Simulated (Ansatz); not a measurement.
The input, for Ansatz 0.2.0:

```yaml
crystal:
  periodic: [false, false, false]
  atoms:
    - {symbol: B, position_ang: [0.000000, 0.000000, -0.310141]}
    - {symbol: Mg, position_ang: [0.000000, 0.000000, -2.543717]}
    - {symbol: H, position_ang: [0.000000, 0.000000, 2.853859]}
basis:
  gaussian: {orbitals: cc-pVDZ}
magnetization: {spin_polarized: true, initial_magnetization: 2}
hamiltonian: {xc: {name: wB97M-V}}
output: {orbitals: {seedname: orbitals}}
```

```sh
$ ansatz run in.yaml --threads 1 --pin off --events-out ev --progress --plain --max-ram 2393MiB
```

Roughly how long does this take on 1 thread of AMD EPYC 7B13, shared host, and how much host memory?

11 s wall and 0.19 GiB.

```
  # Of w^i u^j: cxij and so on, Table III.
  gx(w, u) = 1 - cx + cx01*u + cx10*w
  gss(w, u) = css00 + css04*u^4 + css10*w + css20*w^2 + css43*w^4*u^3
  gos(w, u) = cos00 + cos10*w + (cos20 + cos21*u)*w^2 + (cos60 + cos61*u)*w^6
      + integral(e_c_pw_mod_opposite_spin*gos(b97_w_opposite, b97_u_opposite)) + vv10(b, c)
339 factors; integrals over basis functions are off by at most 7.5e-4 eV
131 factors; integrals over basis functions are off by at most 6.9e-5 eV
mean field evaluation 1: about -6125.8826 eV, gradient 8.2e0 eV
mean field evaluation 2: about -6127.2818 eV, gradient 5.6e0 eV
mean field evaluation 4: about -6128.0456 eV, gradient 1.0e0 eV
mean field evaluation 8: about -6128.1374 eV, gradient 2.0e-1 eV
mean field evaluation 16: about -6128.1731 eV, gradient 1.2e-1 eV
mean field evaluation 32: about -6127.1468 eV, gradient 3.7e0 eV
mean field -6128.17352517 eV, -225.2062232247 hartree, gradient 1.3e-5 eV, S^2 2.165300; 4 other end points of the search recorded, 0 dependent functions left out
reference -6128.17356558 eV, -225.2062247098 hartree; 10, 8 occupied and 27, 29 virtual orbitals, 339 factors
Total energy: -6128.17356558 eV, -225.2062247098 hartree
```
